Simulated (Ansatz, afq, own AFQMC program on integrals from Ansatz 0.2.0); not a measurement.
Integrals from Ansatz 0.2.0, then the random walk in our own AFQMC program (afq).

```yaml
crystal:
  periodic: [false, false, false]
  atoms:
    - {symbol: Pd, position_ang: [0.000000, 0.000000, 0.000000]}
basis:
  gaussian: {orbitals: def2-SVP}
magnetization: {spin_polarized: false}
correlation: {method: ccsd_t, electrons: outside_noble_gas, hamiltonian_folder: ham}
```

```sh
$ ansatz run in.yaml --threads 1 --pin off --events-out ev --progress --plain --max-ram 16896MiB --backend cuda --devices 0, --max-vram 18GiB
```

Options of the walk:

```
--method free --trial cisd --walkers 4000 --time-step 0.03 --max-blocks 4000 --target-error 0.00023 --factor-cut 1e-05 --seed 8425 --times 0,0.21,0.42,0.81,1.2,1.8,2.4,3 --taylor-order 8
```

Times are imaginary, in 1/Eh. The walk had a cap of 61 s. Core potentials past Kr, no spin–orbit coupling.

Output of the walk:

```
orbitals 27  electrons 5 5  factors 208 of 226
reference energy -127.00035120 Eh
CCSD correlation -0.21215546 Eh in 9 cycles, weight of the determinant in the CISD state 0.9422
repeat  energy at the last time / Eh  error
    10  -127.219821  0.000144
    20  -127.219990  0.000108
    30  -127.219980  0.000082
time / (1/Eh)  energy / Eh  error  mean overlap
  0.00  -127.212489  0.000042  1.0615
  0.21  -127.216301  0.000043  1.0602
  0.42  -127.217839  0.000050  1.0601
  0.81  -127.219007  0.000048  1.0625
  1.20  -127.219516  0.000049  1.0652
  1.80  -127.219809  0.000066  1.0700
  2.40  -127.220051  0.000060  1.0755
  3.00  -127.219993  0.000081  1.0823
energy -127.219993 +/- 0.000081 Eh
```

The run passed its tests (error under three times the target), which doesn't prove that it has relaxed.

Against this walk (error 2.2 meV) on the same determinant: CCSD(T) 27.3 meV lower, CCSDT(Q) 0.5 meV lower (within the noise), CCSDTQ 10.8 meV lower. The error is statistical, and a free projection of finite length keeps a remainder of its start.

Cautions: remainder of the start not in the error; no spin-orbit coupling; outer-core shells of the metal frozen.

The walk took 4.9 s on 1 × NVIDIA H100 80GB HBM3 with 2 threads of AMD EPYC 7R13 Processor (Zen 3) (shared host) (the card was shared). The log's last line is the free-projection energy.

CCSDT and higher add their correlation energy to the determinant of the CCSD(T) run, since their own runs factorise the integrals more tightly (a shift of under 2 meV). A walk keeps the symmetry of its determinant, which the program's search chose and which needn't be the lowest solution, so a lower state of the same spin and another symmetry isn't excluded.
